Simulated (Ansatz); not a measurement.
Input for Ansatz (development build ahead of 0.2.0):

```yaml
crystal:
  periodic: [false, false, false]
  atoms:
    - { symbol: C, position_ang: [0.00362, -0.29257, -1.29232] }
    - { symbol: C, position_ang: [-0.02683, 0.60975, 0.0196] }
    - { symbol: C, position_ang: [0.01065, -0.26649, 1.29038] }
    - { symbol: H, position_ang: [0.03479, 0.40237, -2.15931] }
    - { symbol: H, position_ang: [0.88104, -0.94663, -1.38261] }
    - { symbol: H, position_ang: [-0.88149, -0.95798, -1.30223] }
    - { symbol: H, position_ang: [-0.87065, 1.24091, -0.06183] }
    - { symbol: H, position_ang: [0.93113, 1.19338, 0.01299] }
    - { symbol: H, position_ang: [0.00961, 0.38391, 2.21505] }
    - { symbol: H, position_ang: [-0.94783, -0.89491, 1.28828] }
    - { symbol: H, position_ang: [0.87572, -0.85895, 1.29026] }
basis:
  gaussian: { orbitals: "6-31G" }
hamiltonian:
  xc: hf
correlation:
  method: mp2
  frozen_orbitals: { C: 1, H: 0 }
```

The input is written out in the form of the current development build from the run's settings.

The run gave:

```
Converged                       : yes
Reference energy                : -118.20315 hartree
Correlation energy              : -0.28199 hartree
Total energy                    : -118.48515 hartree
Spin squared of the determinant : 0.000
```
